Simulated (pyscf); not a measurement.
PySCF, gas phase, ωB97X-D3(BJ)/def2-SVP geometries. Correlated levels are frozen-core, on RHF or UHF. ΔMP2 is the change of the MP2 total energy from the triple- to the quadruple-zeta basis.

**Question.** Estimate by transition-state theory the rate constant of methanol (H₃C–OH) + H atom (H•) -> methane (CH₄) + hydroxyl (OH•) (doublet surface; C–O broken, C–H formed) at 600 K, with CCSD(T)/def2-TZVPP + ΔMP2(QZVPP) energies (ideal gas, 1 atm, RRHO with modes under 100 cm⁻¹ raised to 100, one conformer, R ln 2 for rigid chiral ones; no tunnelling).

**Answer.** The electronic barrier is 30.8 kcal/mol and the thermal terms add +13.1, so ΔG‡ = 43.9 kcal/mol. With k_BT/h = 1.25e+13 s⁻¹ and RT = 1.192 kcal/mol, and a volume of 8.18e-20 cm³ per molecule at 1 atm, k = 1.1e-22 cm³ molecule⁻¹ s⁻¹. Wigner's tunnelling factor for 1557i cm⁻¹ would be 1.58, likely too low at so high a frequency. A shift of 1 kcal/mol in the barrier changes k by a factor 2.3. The same reactants have a lower exit, to H₂ + •H₂C–OH (barrier +8.2 kcal/mol at ωB97M-D3(BJ), against +30.9 kcal/mol here). One saddle was located; it need not be the lowest between these sides. The angle at the attacked C is 179°. The CCSD(T) − MP2 part came from Ansatz, without density fitting, on the same reference. A UHF reference is spin-contaminated (<S²> up to 0.85), which harms MP2 most.
